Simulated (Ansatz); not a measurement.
```yaml
crystal:
  periodic: [false, false, false]
  atoms:
    - {symbol: Ge, position_ang: [0.000000, 0.000000, -1.799083]}
    - {symbol: B, position_ang: [0.000000, 0.000000, 0.072618]}
    - {symbol: S, position_ang: [0.000000, 0.000000, 1.726465]}
basis:
  gaussian: {orbitals: def2-TZVP}
magnetization: {spin_polarized: true, initial_magnetization: 3}
hamiltonian: {xc: pbe0}
relax: {f_tol: 0.004, max_steps: 80}
```

```sh
$ ansatz run in.yaml --threads 1 --pin off --events-out ev --progress --plain --max-ram 2176MiB
```

Steps of the relaxation (energy above the last step; positions in Å, forces in eV/Å):

```
3
step 1, 70.6 meV
Ge    0.000    0.000   -1.799    0.000    0.000   -1.325
B     0.000    0.000    0.073    0.000    0.000    2.467
S     0.000    0.000    1.726    0.000    0.000   -1.142
```

```
3
step 2, 18.5 meV
Ge    0.000    0.000   -1.820    0.000    0.000   -0.622
B     0.000    0.000    0.091    0.000    0.000    1.260
S     0.000    0.000    1.729    0.000    0.000   -0.638
```

```
3
step 3, 0.2 meV
Ge    0.000    0.000   -1.839    0.000    0.000   -0.059
B     0.000    0.000    0.110    0.000    0.000    0.000
S     0.000    0.000    1.729    0.000    0.000    0.059
```

```
3
step 5, 0.0 meV
Ge    0.000    0.000   -1.842    0.000    0.000    0.000
B     0.000    0.000    0.111    0.000    0.000    0.000
S     0.000    0.000    1.731    0.000    0.000    0.000
```

Close pairs at the end: B2–S3 1.620 Å, Ge1–B2 1.953 Å.

A stationary point of unrestricted PBE0 after 5 steps, with ⟨S²⟩ = 3.755 against 3.75 for a pure state; no frequencies were run, so it isn't proven a minimum. 19 s on 1 thread of Intel Xeon 6975P-C, shared host.
